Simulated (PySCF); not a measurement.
hydrogen isocyanide cation (CHN), SMILES [C-]#[NH+] (connectivity only; charge and spin as stated), charge +1, multiplicity 2. Atoms are numbered in the order given.

```xyz
3

C      0.0000     0.0000    -0.7190
N      0.0000     0.0000     0.4116
H      0.0000     0.0000     1.4327
```
Charge +1, spin multiplicity 2.

Geometry: B3LYP-D3(BJ)/def2-TZVPD. The multiplicity is an assumed one; other spin states were not compared.

All values below come from CAM-B3LYP/def2-TZVPD (PySCF).

Mulliken values depend strongly on the basis, most of all with diffuse functions as here. Atomic charges (e):

| atom | meta-Löwdin | Mulliken | Mulliken spin |
|---|---|---|---|
| C1 | 0.58 | 0.47 | 1.18 |
| N2 | 0.02 | 0.13 | -0.19 |
| H3 | 0.39 | 0.40 | 0.01 |
